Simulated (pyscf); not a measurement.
This saddle point was located with ωB97X-D3(BJ)/def2-SVP in PySCF.

```xyz
11

C     -0.3134     1.7789    -0.2144
C     -0.1270     0.2797    -0.0570
Sn    -2.2666    -0.8191     0.4695
H     -0.9859     2.0263    -1.0534
H     -0.7453     2.2281     0.6928
H      0.6496     2.2819    -0.4128
H      0.3878     0.0008     0.8724
H      0.4258    -0.1724    -0.8938
H     -1.4858    -0.3654    -0.9678
H     -1.4881    -2.0900     1.3073
H     -2.6059     0.4554     1.5528
```
Charge 0, spin multiplicity 1.

Surface: singlet, charge 0. Lowest wavenumbers (cm⁻¹): 1282i, 74, 197, 214, 368.

Name the species on either side of this saddle.

`[CH3][CH2][SnH3]` ⇌ `[CH3][CH3]` + `[SnH2]` [singlet], a 1,1-elimination read from left to right: C–Sn, H–Sn broken and C–H formed. At CCSD(T)/def2-TZVPP + ΔMP2(QZVPP) it lies +53.3 kcal/mol from the left side and +39.8 kcal/mol from the right (each side as separated species at their lowest minima found). On the product side the descent ends in a complex (not fully relaxed), 5.4 kcal/mol under the separated species and 50.2 kcal/mol under the saddle at ωB97X-D3(BJ)/def2-TZVP. At ωB97X-D3(BJ) the barrier from the zero used here is 60.7 kcal/mol. H₃C–CH₂–SnH₃ lies 8.1 kcal/mol over its isomer H₃C–SnH₂–CH₃, and others may lie lower still (electronic energy, ωB97M-D3(BJ)). This is the saddle that the search found; another between the same sides may lie lower. The CCSD(T) − MP2 part came from Ansatz, without density fitting, on the same reference. The frozen core leaves the outer d or s,p core shells of the metals and heavy elements correlated in the MP2 and CC values, and def2-TZVPP describes them poorly, which can shift differences by a few kcal/mol. Elements past Kr carry the def2 core potentials, without spin-orbit coupling.
